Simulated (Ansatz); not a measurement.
Geometry optimisation, RKS B3LYP/STO-3G (Ansatz 0.2.0).

Input:

```yaml
crystal:
  periodic: [false, false, false]
  atoms:
    - { symbol: O, position_ang: [0.1465, -0.08, -1.7237] }
    - { symbol: H, position_ang: [-0.5583, -0.435, -2.2705] }
    - { symbol: H, position_ang: [0.5803, 0.6046, -2.2392] }
    - { symbol: F, position_ang: [-1.1685, -0.3716, 0.6797] }
    - { symbol: C, position_ang: [-0.0325, -0.0191, 1.2341] }
    - { symbol: F, position_ang: [0.8743, -0.9487, 1.0439] }
    - { symbol: F, position_ang: [0.3781, 1.1243, 0.7392] }
    - { symbol: F, position_ang: [-0.22, 0.1256, 2.5366] }
basis:
  gaussian: { orbitals: STO-3G }
hamiltonian:
  xc: b3lyp
relax:
  f_tol: 0.02
  max_steps: 40
scf:
  lower_state_search: "off"
output:
  orbitals: {}
```

Run as:

```bash
$ ansatz run input.yaml --threads 1 --pin off --max-ram 2048MiB --backend cpu --events-out ev --progress --plain --runs-dir out
```

Q: Where does it end, and by what steps?

A: The run converged. The force dipped under the threshold on the way, but the program's further checks kept it going. Limits of this set-up: minimal basis. After 39 steps the energy has fallen by 1.402 eV; H2 moved furthest, 1.07 Å.

| step | energy less start (eV) | largest force component (eV/Å) | accepted |
| --- | --- | --- | --- |
| 0 | 0.0000 | 5.402 | yes |
| 2 | -1.1164 | 1.868 | yes |
| 4 | -1.2017 | 0.065 | yes |
| 6 | -1.2031 | 0.171 | yes |
| 8 | -1.1798 | 1.466 | no |
| 10 | -1.2081 | 0.352 | yes |
| 12 | -1.2144 | 0.233 | yes |
| 14 | -1.2386 | 0.826 | yes |
| 16 | -1.2830 | 1.253 | yes |
| 18 | -1.3623 | 0.296 | yes |
| 20 | -1.3923 | 0.117 | yes |
| 22 | -1.3950 | 0.089 | yes |
| 24 | -1.3956 | 0.286 | no |
| 26 | -1.3954 | 0.348 | no |
| 28 | -1.3966 | 0.116 | yes |
| 30 | -1.3974 | 0.165 | yes |
| 32 | -1.3996 | 0.010 | yes |
| 34 | -1.3999 | 0.038 | yes |
| 36 | -1.4005 | 0.136 | yes |
| 38 | -1.3981 | 0.417 | no |
| 39 | -1.4019 | 0.020 | yes |

```xyz
8
Properties=species:S:1:pos:R:3
O 0.283 -0.036 -2.222
H -0.172 -0.168 -1.305
H -0.365 0.667 -2.596
F -0.834 -0.358 0.164
C 0.064 -0.090 1.237
F 0.791 -1.246 1.515
F 0.920 0.943 0.856
F -0.687 0.288 2.351
```

Run time: 58 s on 1 thread of Arm Neoverse V1, on a shared host, peak memory 0.11 GiB.
